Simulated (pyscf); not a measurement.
Elementary routes open to HO–SiH₂–F + H atom (H•) in the gas phase (doublet surface):
A. HO–SiH•–F + hydrogen (H₂) (H–Si broken; H–H formed)
B. F–SiH₂• + water (H₂O) (O–Si broken; H–O formed)
C. •O–SiH₂–F + hydrogen (H₂) (H–O broken; H–H formed)

PySCF, gas phase, ωB97X-D3(BJ)/def2-SVP geometries.

Question: Rank the routes by free-energy barrier at 1200 K, lowest first, for ωB97M-D3(BJ)/def2-TZVP energies (ideal gas, 1 atm, RRHO with modes under 100 cm⁻¹ raised to 100, one conformer, R ln 2 for chiral ones without a mode under 150 cm⁻¹).

Answer: A (30.2 kcal/mol), C (47.0 kcal/mol), B (62.6 kcal/mol)

Route A is the fastest of these, ahead of the next by 16.8 kcal/mol. The most stable products are those of A (ΔG = -12.7 kcal/mol), so kinetics and thermodynamics agree. At 298 K A is still the fastest. B: On the product side the descent ends in a complex, 5.3 kcal/mol under the separated species and 21.5 kcal/mol under the saddle at ωB97X-D3(BJ)/def2-TZVP. Only these routes are compared; each barrier is that of the saddle found, and lower ones may exist.
